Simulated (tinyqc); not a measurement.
UHF in the sto-3g basis, for NH, spin multiplicity 3, step by step (part 1 of 3). Computed by tinyqc, a small Python program that keeps every step (integrals from PySCF). Settings: charge = 0, multiplicity = 3, basis = sto-3g, energy threshold = 1e-09, iteration cap = 65, orthogonalisation = canonical, start = core, DIIS depth = 4, DIIS from iteration = 2, method = UHF. Command: `OMP_NUM_THREADS=1 python tinyqc.py 24791 24792 out.jsonl` (the two numbers bound the seeds that draw the settings). One thread of a shared host (Intel(R) Xeon(R) Processor @ 2.60GHz), about 0.2 s of CPU time with the checks. Later iterations appear only in the table of the cycle.

## One-electron integrals

Geometry (angstrom):
```
atom         x         y         z
N     0.000000  0.000000  0.000000
H     0.000000  0.000000  1.460000
```

Basis sto-3g: exponents (1/bohr^2) and contraction coefficients of normalised primitives:
```
element  l (shell)   exponent  coefficient
N            s (1)  99.106169     0.154329
N            s (1)  18.052312     0.535328
N            s (1)   4.885660     0.444635
N            s (2)   3.780456    -0.099967
N            s (2)   0.878497     0.399513
N            s (2)   0.285714     0.700115
N            p (3)   3.780456     0.155916
N            p (3)   0.878497     0.607684
N            p (3)   0.285714     0.391957
H            s (1)   3.425251     0.154329
H            s (1)   0.623914     0.535328
H            s (1)   0.168855     0.444635
```

Overlap, kinetic and nuclear-attraction integrals over the contracted functions; the nuclear repulsion is the sum of Za Zb / Rab.

nuclear repulsion = 2.53715101 hartree

overlap S:
```
           1N 1s     1N 2s    1N 2px    1N 2py    1N 2pz     2H 1s
1N 1s   1.000000  0.235038  0.000000  0.000000  0.000000  0.020788
1N 2s   0.235038  1.000000  0.000000  0.000000  0.000000  0.260394
1N 2px  0.000000  0.000000  1.000000  0.000000  0.000000  0.000000
1N 2py  0.000000  0.000000  0.000000  1.000000  0.000000  0.000000
1N 2pz  0.000000  0.000000  0.000000  0.000000  1.000000  0.270790
2H 1s   0.020788  0.260394  0.000000  0.000000  0.270790  1.000000
```

kinetic energy T (hartree):
```
            1N 1s      1N 2s    1N 2px    1N 2py    1N 2pz      2H 1s
1N 1s   21.990753  -0.128416  0.000000  0.000000  0.000000  -0.006372
1N 2s   -0.128416   0.606994  0.000000  0.000000  0.000000   0.010528
1N 2px   0.000000   0.000000  1.899358  0.000000  0.000000   0.000000
1N 2py   0.000000   0.000000  0.000000  1.899358  0.000000   0.000000
1N 2pz   0.000000   0.000000  0.000000  0.000000  1.899358   0.069390
2H 1s   -0.006372   0.010528  0.000000  0.000000  0.069390   0.760032
```

nuclear attraction V (hartree):
```
             1N 1s      1N 2s     1N 2px     1N 2py     1N 2pz      2H 1s
1N 1s   -46.548414  -5.518136   0.000000   0.000000  -0.007611  -0.497989
1N 2s    -5.518136  -7.226252   0.000000   0.000000  -0.096036  -1.371640
1N 2px    0.000000   0.000000  -7.153074   0.000000   0.000000   0.000000
1N 2py    0.000000   0.000000   0.000000  -7.153074   0.000000   0.000000
1N 2pz   -0.007611  -0.096036   0.000000   0.000000  -7.207171  -1.270765
2H 1s    -0.497989  -1.371640   0.000000   0.000000  -1.270765  -3.751578
```

core Hamiltonian H = T + V (hartree):
```
             1N 1s      1N 2s     1N 2px     1N 2py     1N 2pz      2H 1s
1N 1s   -24.557661  -5.646552   0.000000   0.000000  -0.007611  -0.504361
1N 2s    -5.646552  -6.619258   0.000000   0.000000  -0.096036  -1.361112
1N 2px    0.000000   0.000000  -5.253716   0.000000   0.000000   0.000000
1N 2py    0.000000   0.000000   0.000000  -5.253716   0.000000   0.000000
1N 2pz   -0.007611  -0.096036   0.000000   0.000000  -5.307813  -1.201375
2H 1s    -0.504361  -1.361112   0.000000   0.000000  -1.201375  -2.991546
```

## Two-electron integrals

Functions are numbered as in S; the eight-fold symmetry (ij|kl) = (ji|kl) = (kl|ij) leaves the list below.

Two-electron integrals (ij|kl) in chemists' order, unique and non-zero (hartree):
```
(11|11) 4.166630   (21|11) 0.640849   (21|21) 0.117461   (22|11) 0.969864
(22|21) 0.220936   (22|22) 0.708245   (31|31) 0.020960   (32|31) 0.032452
(32|32) 0.156449   (33|11) 0.967124   (33|21) 0.220977   (33|22) 0.708086
(33|33) 0.762805   (41|41) 0.020960   (42|41) 0.032452   (42|42) 0.156449
(43|43) 0.041119   (44|11) 0.967124   (44|21) 0.220977   (44|22) 0.708086
(44|33) 0.680568   (44|44) 0.762805   (51|51) 0.020960   (52|51) 0.032452
(52|52) 0.156449   (53|53) 0.041119   (54|54) 0.041119   (55|11) 0.967124
(55|21) 0.220977   (55|22) 0.708086   (55|33) 0.680568   (55|44) 0.680568
(55|55) 0.762805   (61|11) 0.057185   (61|21) 0.010411   (61|22) 0.019518
(61|33) 0.019476   (61|44) 0.019476   (61|51) 0.000505   (61|52) 0.000964
(61|55) 0.019606   (61|61) 0.000936   (62|11) 0.170746   (62|21) 0.039516
(62|22) 0.144247   (62|33) 0.141119   (62|44) 0.141119   (62|51) 0.003243
(62|52) 0.027154   (62|55) 0.150354   (62|61) 0.003601   (62|62) 0.041250
(63|31) 0.003616   (63|32) 0.022275   (63|53) 0.005149   (63|63) 0.004815
(64|41) 0.003616   (64|42) 0.022275   (64|54) 0.005149   (64|64) 0.004815
(65|11) 0.149134   (65|21) 0.034899   (65|22) 0.135687   (65|33) 0.129558
(65|44) 0.129558   (65|51) 0.006013   (65|52) 0.045304   (65|55) 0.147786
(65|61) 0.003283   (65|62) 0.046584   (65|65) 0.056639   (66|11) 0.360615
(66|21) 0.084700   (66|22) 0.355152   (66|33) 0.341033   (66|44) 0.341033
(66|51) 0.007307   (66|52) 0.086582   (66|55) 0.382973   (66|61) 0.007742
(66|62) 0.140688   (66|65) 0.177810   (66|66) 0.774606
```

## Orthogonalisation

S = U s U^T; canonical form X = U s^(-1/2), so that X^T S X = 1. Each column of U has its largest component positive (the first on a tie).

eigenvalues of S: 0.592335  0.838299  1.000000  1.000000  1.144705  1.424661

X:
```
                1          2          3         4          5         6
1N 1s    0.390525   0.708451   0.000000  0.000000   0.566273  0.292455
1N 2s   -0.750032  -0.455878   0.000000  0.000000   0.375393  0.482196
1N 2px   0.000000   0.000000  -0.489348  0.872089   0.000000  0.000000
1N 2py   0.000000   0.000000   0.872089  0.489348   0.000000  0.000000
1N 2pz  -0.545833   0.596794   0.000000  0.000000  -0.566113  0.333120
2H 1s    0.821732  -0.356371   0.000000  0.000000  -0.302520  0.522408
```

Within a degenerate level the vectors are fixed only up to a rotation; this is one choice.

## Starting guess

The start is the orbitals of the core Hamiltonian; D(s) = C_occ C_occ^T for each spin.

D(alpha) at the start:
```
            1N 1s      1N 2s    1N 2px    1N 2py     1N 2pz      2H 1s
1N 1s    1.059973  -0.257108  0.000000  0.000000  -0.008955   0.022954
1N 2s   -0.257108   1.101662  0.000000  0.000000   0.048277  -0.095847
1N 2px   0.000000   0.000000  1.000000  0.000000   0.000000   0.000000
1N 2py   0.000000   0.000000  0.000000  1.000000   0.000000   0.000000
1N 2pz  -0.008955   0.048277  0.000000  0.000000   1.052776  -0.122203
2H 1s    0.022954  -0.095847  0.000000  0.000000  -0.122203   0.021593
```

D(beta) at the start:
```
            1N 1s      1N 2s    1N 2px    1N 2py     1N 2pz      2H 1s
1N 1s    1.059973  -0.257108  0.000000  0.000000  -0.008955   0.022954
1N 2s   -0.257108   1.101662  0.000000  0.000000   0.048277  -0.095847
1N 2px   0.000000   0.000000  0.000000  0.000000   0.000000   0.000000
1N 2py   0.000000   0.000000  0.000000  0.000000   0.000000   0.000000
1N 2pz  -0.008955   0.048277  0.000000  0.000000   1.052776  -0.122203
2H 1s    0.022954  -0.095847  0.000000  0.000000  -0.122203   0.021593
```

## Iteration 1: building the Fock matrix

J_ij = sum D_kl (ij|kl) with D = D(alpha) + D(beta), K_ij = sum D_kl (ik|jl) for each spin; F = H + J - K(s); E = tr D H + tr D J / 2 - 0.5 sum_s tr D(s) K(s) + E_nn.

Coulomb J (hartree):
```
            1N 1s     1N 2s    1N 2px    1N 2py    1N 2pz     2H 1s
1N 1s   14.163931  2.604197  0.000000  0.000000  0.001695  0.231364
1N 2s    2.604197  6.191924  0.000000  0.000000  0.000321  1.210921
1N 2px   0.000000  0.000000  6.158560  0.000000  0.000000  0.000000
1N 2py   0.000000  0.000000  0.000000  6.158560  0.000000  0.000000
1N 2pz   0.001695  0.000321  0.000000  0.000000  6.238850  1.120482
2H 1s    0.231364  1.210921  0.000000  0.000000  1.120482  2.858094
```

exchange K(alpha) (hartree):
```
           1N 1s     1N 2s    1N 2px    1N 2py    1N 2pz     2H 1s
1N 1s   4.280900  0.740251  0.000000  0.000000  0.000324  0.070343
1N 2s   0.740251  1.237166  0.000000  0.000000  0.001831  0.205351
1N 2px  0.000000  0.000000  1.019838  0.000000  0.000000  0.000000
1N 2py  0.000000  0.000000  0.000000  1.019838  0.000000  0.000000
1N 2pz  0.000324  0.001831  0.000000  0.000000  1.019879  0.142064
2H 1s   0.070343  0.205351  0.000000  0.000000  0.142064  0.064936
```

exchange K(beta) (hartree):
```
           1N 1s     1N 2s    1N 2px    1N 2py    1N 2pz     2H 1s
1N 1s   4.238979  0.675348  0.000000  0.000000  0.000324  0.063112
1N 2s   0.675348  0.924267  0.000000  0.000000  0.001831  0.160801
1N 2px  0.000000  0.000000  0.215915  0.000000  0.000000  0.000000
1N 2py  0.000000  0.000000  0.000000  0.215915  0.000000  0.000000
1N 2pz  0.000324  0.001831  0.000000  0.000000  0.937642  0.131766
2H 1s   0.063112  0.160801  0.000000  0.000000  0.131766  0.055305
```

F(alpha) (hartree):
```
             1N 1s      1N 2s     1N 2px     1N 2py     1N 2pz      2H 1s
1N 1s   -14.674629  -3.782606   0.000000   0.000000  -0.006240  -0.343340
1N 2s    -3.782606  -1.664500   0.000000   0.000000  -0.097546  -0.355542
1N 2px    0.000000   0.000000  -0.114994   0.000000   0.000000   0.000000
1N 2py    0.000000   0.000000   0.000000  -0.114994   0.000000   0.000000
1N 2pz   -0.006240  -0.097546   0.000000   0.000000  -0.088842  -0.222956
2H 1s    -0.343340  -0.355542   0.000000   0.000000  -0.222956  -0.198388
```

F(beta) (hartree):
```
             1N 1s      1N 2s    1N 2px    1N 2py     1N 2pz      2H 1s
1N 1s   -14.632708  -3.717703  0.000000  0.000000  -0.006240  -0.336109
1N 2s    -3.717703  -1.351602  0.000000  0.000000  -0.097546  -0.310992
1N 2px    0.000000   0.000000  0.688929  0.000000   0.000000   0.000000
1N 2py    0.000000   0.000000  0.000000  0.688929   0.000000   0.000000
1N 2pz   -0.006240  -0.097546  0.000000  0.000000  -0.006605  -0.212659
2H 1s    -0.336109  -0.310992  0.000000  0.000000  -0.212659  -0.188757
```

total energy of this density = -53.60863521 hartree

## Iteration 1: diagonalisation and new density

Diagonalise F' = X^T F X, C = X C', fill 5 alpha and 3 beta electrons from the bottom; D(s) = C_occ C_occ^T. Each column has its largest component positive (the first on a tie).

F' = X^T F X (alpha) (hartree):
```
           1          2          3          4          5          6
1  -0.778222  -2.105035   0.000000   0.000000  -1.963427  -1.126962
2  -2.105035  -5.124203   0.000000   0.000000  -5.533089  -3.447521
3   0.000000   0.000000  -0.114994   0.000000   0.000000   0.000000
4   0.000000   0.000000   0.000000  -0.114994   0.000000   0.000000
5  -1.963427  -5.533089   0.000000   0.000000  -6.427525  -4.117940
6  -1.126962  -3.447521   0.000000   0.000000  -4.117940  -3.167178
```

orbital energies (alpha) (hartree): MO1 -14.683293, MO2 -0.755028, MO3 -0.209163, MO4 -0.114994, MO5 -0.114994, MO6 0.150357

coefficients C (alpha):
```
              MO1        MO2        MO3        MO4       MO5        MO6
1N 1s    0.993568  -0.254005   0.087450   0.000000  0.000000  -0.035551
1N 2s    0.026414   0.968499  -0.399353   0.000000  0.000000   0.213621
1N 2px   0.000000   0.000000   0.000000   0.710264  0.703936   0.000000
1N 2py   0.000000   0.000000   0.000000  -0.703936  0.710264   0.000000
1N 2pz   0.001667   0.143092   0.587173   0.000000  0.000000   0.848704
2H 1s   -0.004142   0.131781   0.655732   0.000000  0.000000  -0.848118
```

F' = X^T F X (beta) (hartree):
```
           1          2         3         4          5          6
1  -0.662335  -2.056626  0.000000  0.000000  -2.014017  -1.244879
2  -2.056626  -5.043101  0.000000  0.000000  -5.598665  -3.493898
3   0.000000   0.000000  0.688929  0.000000   0.000000   0.000000
4   0.000000   0.000000  0.000000  0.688929   0.000000   0.000000
5  -2.014017  -5.598665  0.000000  0.000000  -6.324227  -4.046888
6  -1.244879  -3.493898  0.000000  0.000000  -4.046888  -3.032543
```

orbital energies (beta) (hartree): MO1 -14.638640, MO2 -0.496152, MO3 -0.130846, MO4 0.203432, MO5 0.688929, MO6 0.688929

coefficients C (beta):
```
              MO1        MO2        MO3        MO4        MO5       MO6
1N 1s    0.994772  -0.222863   0.141133  -0.038069   0.000000  0.000000
1N 2s    0.021659   0.845632  -0.616519   0.219428   0.000000  0.000000
1N 2px   0.000000   0.000000   0.000000   0.000000  -0.290331  0.956926
1N 2py   0.000000   0.000000   0.000000   0.000000   0.956926  0.290331
1N 2pz   0.001449   0.216703   0.478877   0.899591   0.000000  0.000000
2H 1s   -0.003435   0.319118   0.670070  -0.784749   0.000000  0.000000
```

D(alpha) after iteration 1:
```
            1N 1s      1N 2s    1N 2px    1N 2py     1N 2pz      2H 1s
1N 1s    1.059344  -0.254684  0.000000  0.000000   0.016658   0.019755
1N 2s   -0.254684   1.098172  0.000000  0.000000  -0.095860  -0.134348
1N 2px   0.000000   0.000000  1.000000  0.000000   0.000000   0.000000
1N 2py   0.000000   0.000000  0.000000  1.000000   0.000000   0.000000
1N 2pz   0.016658  -0.095860  0.000000  0.000000   0.365250   0.403878
2H 1s    0.019755  -0.134348  0.000000  0.000000   0.403878   0.447368
```

D(beta) after iteration 1:
```
            1N 1s      1N 2s    1N 2px    1N 2py     1N 2pz      2H 1s
1N 1s    1.059159  -0.253925  0.000000  0.000000   0.020732   0.020033
1N 2s   -0.253925   1.095657  0.000000  0.000000  -0.111954  -0.143329
1N 2px   0.000000   0.000000  0.000000  0.000000   0.000000   0.000000
1N 2py   0.000000   0.000000  0.000000  0.000000   0.000000   0.000000
1N 2pz   0.020732  -0.111954  0.000000  0.000000   0.276285   0.390029
2H 1s    0.020033  -0.143329  0.000000  0.000000   0.390029   0.550842
```

Within a degenerate level the vectors are fixed only up to a rotation; this is one choice.

## Iteration 2: building the Fock matrix

As before.

Coulomb J (hartree):
```
            1N 1s     1N 2s    1N 2px    1N 2py    1N 2pz     2H 1s
1N 1s   13.364034  2.425415  0.000000  0.000000  0.003160  0.215560
1N 2s    2.425415  5.745531  0.000000  0.000000  0.080759  1.197416
1N 2px   0.000000  0.000000  5.726788  0.000000  0.000000  0.000000
1N 2py   0.000000  0.000000  0.000000  5.726788  0.000000  0.000000
1N 2pz   0.003160  0.080759  0.000000  0.000000  5.762997  1.155476
2H 1s    0.215560  1.197416  0.000000  0.000000  1.155476  3.327298
```

exchange K(alpha) (hartree):
```
           1N 1s     1N 2s    1N 2px    1N 2py    1N 2pz     2H 1s
1N 1s   4.266325  0.720295  0.000000  0.000000  0.002120  0.069120
1N 2s   0.720295  1.162902  0.000000  0.000000  0.000085  0.265696
1N 2px  0.000000  0.000000  0.996895  0.000000  0.000000  0.000000
1N 2py  0.000000  0.000000  0.000000  0.996895  0.000000  0.000000
1N 2pz  0.002120  0.000085  0.000000  0.000000  0.671112  0.314644
2H 1s   0.069120  0.265696  0.000000  0.000000  0.314644  0.518617
```

exchange K(beta) (hartree):
```
           1N 1s      1N 2s    1N 2px    1N 2py     1N 2pz     2H 1s
1N 1s   4.222372   0.652489  0.000000  0.000000   0.001771  0.061339
1N 2s   0.652489   0.835565  0.000000  0.000000  -0.012138  0.223499
1N 2px  0.000000   0.000000  0.188923  0.000000   0.000000  0.000000
1N 2py  0.000000   0.000000  0.000000  0.188923   0.000000  0.000000
1N 2pz  0.001771  -0.012138  0.000000  0.000000   0.521621  0.299207
2H 1s   0.061339   0.223499  0.000000  0.000000   0.299207  0.575081
```

F(alpha) (hartree):
```
             1N 1s      1N 2s     1N 2px     1N 2py     1N 2pz      2H 1s
1N 1s   -15.459952  -3.941432   0.000000   0.000000  -0.006570  -0.357922
1N 2s    -3.941432  -2.036629   0.000000   0.000000  -0.015362  -0.429392
1N 2px    0.000000   0.000000  -0.523824   0.000000   0.000000   0.000000
1N 2py    0.000000   0.000000   0.000000  -0.523824   0.000000   0.000000
1N 2pz   -0.006570  -0.015362   0.000000   0.000000  -0.215928  -0.360544
2H 1s    -0.357922  -0.429392   0.000000   0.000000  -0.360544  -0.182865
```

F(beta) (hartree):
```
             1N 1s      1N 2s    1N 2px    1N 2py     1N 2pz      2H 1s
1N 1s   -15.415999  -3.873627  0.000000  0.000000  -0.006221  -0.350141
1N 2s    -3.873627  -1.709292  0.000000  0.000000  -0.003139  -0.387195
1N 2px    0.000000   0.000000  0.284148  0.000000   0.000000   0.000000
1N 2py    0.000000   0.000000  0.000000  0.284148   0.000000   0.000000
1N 2pz   -0.006221  -0.003139  0.000000  0.000000  -0.066437  -0.345107
2H 1s    -0.350141  -0.387195  0.000000  0.000000  -0.345107  -0.239329
```

total energy of this density = -54.16880614 hartree

## Iteration 2: diagonalisation and new density

As before.

F' = X^T F X (alpha) (hartree):
```
           1          2          3          4          5          6
1  -0.769142  -2.409082   0.000000   0.000000  -2.016360  -1.094757
2  -2.409082  -5.539504   0.000000   0.000000  -5.698599  -3.578793
3   0.000000   0.000000  -0.523824   0.000000   0.000000   0.000000
4   0.000000   0.000000   0.000000  -0.523824   0.000000   0.000000
5  -2.016360  -5.698599   0.000000   0.000000  -6.898700  -4.318991
6  -1.094757  -3.578793   0.000000   0.000000  -4.318991  -3.438744
```

orbital energies (alpha) (hartree): MO1 -15.467098, MO2 -1.095875, MO3 -0.523824, MO4 -0.523824, MO5 -0.406178, MO6 0.323060

coefficients C (alpha):
```
              MO1        MO2        MO3       MO4        MO5        MO6
1N 1s    0.994277  -0.260140   0.000000  0.000000   0.041602   0.051156
1N 2s    0.023605   1.008385   0.000000  0.000000  -0.214062  -0.283876
1N 2px   0.000000   0.000000  -0.672140  0.740424   0.000000   0.000000
1N 2py   0.000000   0.000000   0.740424  0.672140   0.000000   0.000000
1N 2pz   0.001337   0.020375   0.000000  0.000000   0.709033  -0.763154
2H 1s   -0.003525   0.065013   0.000000  0.000000   0.550414   0.927080
```

F' = X^T F X (beta) (hartree):
```
           1          2         3         4          5          6
1  -0.662614  -2.358252  0.000000  0.000000  -2.034272  -1.264462
2  -2.358252  -5.450280  0.000000  0.000000  -5.789915  -3.597736
3   0.000000   0.000000  0.284148  0.000000   0.000000   0.000000
4   0.000000   0.000000  0.000000  0.284148   0.000000   0.000000
5  -2.034272  -5.789915  0.000000  0.000000  -6.779290  -4.249957
6  -1.264462  -3.597736  0.000000  0.000000  -4.249957  -3.305567
```

orbital energies (beta) (hartree): MO1 -15.420639, MO2 -0.796712, MO3 -0.346551, MO4 0.284148, MO5 0.284148, MO6 0.366150

coefficients C (beta):
```
              MO1        MO2        MO3       MO4        MO5        MO6
1N 1s    0.995472  -0.247563   0.071345  0.000000   0.000000  -0.057147
1N 2s    0.018846   0.966257  -0.344491  0.000000   0.000000   0.301867
1N 2px   0.000000   0.000000   0.000000  0.535532   0.844515   0.000000
1N 2py   0.000000   0.000000   0.000000  0.844515  -0.535532   0.000000
1N 2pz   0.001117   0.032323   0.592907  0.000000   0.000000   0.856134
2H 1s   -0.002847   0.170926   0.663522  0.000000   0.000000  -0.834977
```

D(alpha) after iteration 2:
```
            1N 1s      1N 2s    1N 2px    1N 2py     1N 2pz      2H 1s
1N 1s    1.057991  -0.247756  0.000000  0.000000   0.025526   0.002481
1N 2s   -0.247756   1.063220  0.000000  0.000000  -0.131200  -0.052348
1N 2px   0.000000   0.000000  1.000000  0.000000   0.000000   0.000000
1N 2py   0.000000   0.000000  0.000000  1.000000   0.000000   0.000000
1N 2pz   0.025526  -0.131200  0.000000  0.000000   0.503145   0.391581
2H 1s    0.002481  -0.052348  0.000000  0.000000   0.391581   0.307194
```

D(beta) after iteration 2:
```
            1N 1s      1N 2s    1N 2px    1N 2py     1N 2pz      2H 1s
1N 1s    1.057342  -0.245027  0.000000  0.000000   0.035411   0.002190
1N 2s   -0.245027   1.052682  0.000000  0.000000  -0.172997  -0.063473
1N 2px   0.000000   0.000000  0.000000  0.000000   0.000000   0.000000
1N 2py   0.000000   0.000000  0.000000  0.000000   0.000000   0.000000
1N 2pz   0.035411  -0.172997  0.000000  0.000000   0.352584   0.398928
2H 1s    0.002190  -0.063473  0.000000  0.000000   0.398928   0.469485
```

Within a degenerate level the vectors are fixed only up to a rotation; this is one choice.
